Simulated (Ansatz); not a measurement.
# MgNH (singlet): from Hartree-Fock to the top rungs at distance N1–Mg2 = 4.928 Å, 6-31G

Aim: climb from Hartree-Fock through coupled cluster and multireference methods for MgNH (singlet) at one geometry and basis, and see what each rung misses.

Program: Ansatz 0.2.0, Gaussian basis. Level of theory: 6-31G, core rule «outside noble gas», up to 6 orbitals frozen. These are calculated values, not measurements.

The runs, in order: UHF; CCSD(T) on RHF; CCSD(T) on UHF; BCCD(T) on RHF; CISD; CCSDT(Q) on RHF; CCSDT(Q) on UHF; CCSDTQ on RHF; CCSDTQ on UHF; CASSCF and MRCISD+Q, 2 electrons in 2 orbitals; CASSCF and NEVPT2, 2 electrons in 2 orbitals; CASSCF and MRCISD+Q, 8 electrons in 9 orbitals; CASSCF and NEVPT2, 8 electrons in 9 orbitals; Full CI.

41 further runs of the same task are left out: 14 for a known fault of the program, 22 that didn't finish, 5 set aside as unsound or not needed.

**1. The system**

The geometry derives from a PBE0/def2-TZVP stationary point (not a proven minimum). One bond is set to the value named and the two fragments are kept rigid.

3 atoms, charge 0, spin multiplicity 1.

Atoms are counted from 1 here; the program's logs count them from 0.

Bond lengths: N1–H3 1.028 Å.

**2. UHF**

File in.yaml:

```yaml
crystal:
  periodic: [false, false, false]
  atoms:
    - {symbol: N, position_ang: [0.000000, -0.447965, 1.491960]}
    - {symbol: Mg, position_ang: [0.000000, -0.035331, -3.418734]}
    - {symbol: H, position_ang: [0.000000, 0.483297, 1.926774]}
basis:
  gaussian: {orbitals: 6-31G}
magnetization: {spin_polarized: true, initial_magnetization: 0}
hamiltonian: {xc: hf}
output: {orbitals: {seedname: orbitals}}
```

Run with:

```console
$ ansatz run in.yaml --threads 1 --pin off --events-out ev --progress --plain --max-ram 2393MiB
```

Further steps of the session: CCSD(T) on RHF; CCSD(T) on UHF; BCCD(T) on RHF; CISD; CCSDT(Q) on RHF; CCSDT(Q) on UHF; CCSDTQ on RHF; CCSDTQ on UHF; CASSCF and MRCISD+Q, 2 electrons in 2 orbitals; CASSCF and NEVPT2, 2 electrons in 2 orbitals; CASSCF and MRCISD+Q, 8 electrons in 9 orbitals; CASSCF and NEVPT2, 8 electrons in 9 orbitals; Full CI.

Q: Predict the results of all the runs planned. Wanted: FCI below the RHF energy; RMP2 from FCI; RCCSD from FCI; RCCSD(T) from FCI; RCCSDT(Q) from FCI; NEVPT2 pair from FCI; MRCISD+Q pair from FCI; NEVPT2 valence from FCI; T1 diagnostic.

**Answer**, as computed:

```
                         quantity                                                                        value
         FCI below the RHF energy                                                                   -3.7035 eV
                    RMP2 from FCI                                                              +29.72 kcal/mol
                   RCCSD from FCI                                                               +5.65 kcal/mol
                RCCSD(T) from FCI                                                               +2.71 kcal/mol
               RCCSDT(Q) from FCI                                                               -0.05 kcal/mol
             NEVPT2 pair from FCI                                                              +17.19 kcal/mol
           MRCISD+Q pair from FCI                                                               -0.83 kcal/mol
          NEVPT2 valence from FCI                                                               +7.37 kcal/mol
levels within 1 kcal/mol (43 meV)  RCCSDT, RCCSDT(Q), RCCSDTQ, MRCISD+Q pair, MRCISD valence, MRCISD+Q valence
                    T1 diagnostic                                                                        0.008
   effectively unpaired electrons                                                                         2.11
```

What this shows: RCCSD(T) lands +2.71 kcal/mol from the yardstick (3.2 % of the correlation energy). RCCSDT(Q), MRCISD+Q pair fall below full CI, which methods that aren't variational can do. The occupations show strong static correlation (2.1 unpaired electrons where one determinant has 0). Coupled cluster on one determinant still stays close here. Of the multireference levels listed MRCISD+Q valence comes nearest in total energy (+0.07 kcal/mol), which doesn't show that its space is the better one. These misses are within one basis, not against nature.
